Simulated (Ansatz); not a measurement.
A structure relaxed at PBE0-D4/def2-TZVP, charge 0, multiplicity 1:

```xyz
7

B    -0.386   -1.022   -0.521
O     0.329    0.139   -0.592
B     0.439    1.045    0.424
H    -0.969   -1.299    0.490
H    -0.396   -1.722   -1.490
H     1.100    2.020    0.222
H    -0.118    0.839    1.466
```

(1) Give its formula and SMILES.

(2) Point group (tolerance 0.08 Å, 0.16 Å for H)?

(3) Summarise the bond lengths by kind.

Results:

(1) B2H4O, `BOB`.

(2) C2v.

(3) 2 × B–O 1.365 Å; 4 × B–H 1.196 to 1.199 Å.

Results of the Gaussian-basis code of Ansatz.
